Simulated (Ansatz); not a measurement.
C$_{2}$H$_{4}$FNO (`FC1NCO1`). Total charge 0; spin multiplicity 1. Geometry: relaxed with PBE0-D4/def2-TZVP.

```xyz
9

F    -0.720   -1.659   -1.128
C     0.017   -0.570   -0.789
N    -0.741    0.464   -0.145
C     0.186    0.320    0.976
O     0.798   -0.810    0.347
H     0.596   -0.307   -1.683
H    -0.747    1.358   -0.615
H     0.894    1.146    1.109
H    -0.282    0.060    1.929
```

**Question.** What is the dipole moment at PBE/def2-TZVPP? (An estimate is asked.)

**Answer.** Computed: 3.13 D, with components (0.77, 3.03, 0.00) D in this frame, pointing from negative to positive charge.

**Question.** And with r2SCAN, B3LYP, ωB97M-V? (An estimate is asked.)

**Answer.** Ansatz gave: r2SCAN 3.23 D, B3LYP 3.31 D, ωB97M-V 3.32 D.

**Question.** Give the Mulliken charges with PBE, B3LYP, ωB97M-V in def2-TZVPP. (Best estimate.)

**Answer.** Computed: 
| atom | PBE | B3LYP | ωB97M-V |
| --- | --- | --- | --- |
| F1 | -0.16 | -0.20 | -0.19 |
| C2 | 0.20 | 0.30 | 0.26 |
| N3 | -0.23 | -0.27 | -0.23 |
| C4 | 0.08 | 0.12 | 0.07 |
| O5 | -0.25 | -0.32 | -0.30 |
| H6 | 0.05 | 0.07 | 0.08 |
| H7 | 0.14 | 0.14 | 0.11 |
| H8 | 0.08 | 0.09 | 0.11 |
| H9 | 0.08 | 0.09 | 0.10 |

B3LYP here is the variant with VWN-RPA as its local correlation; programs differ in this.
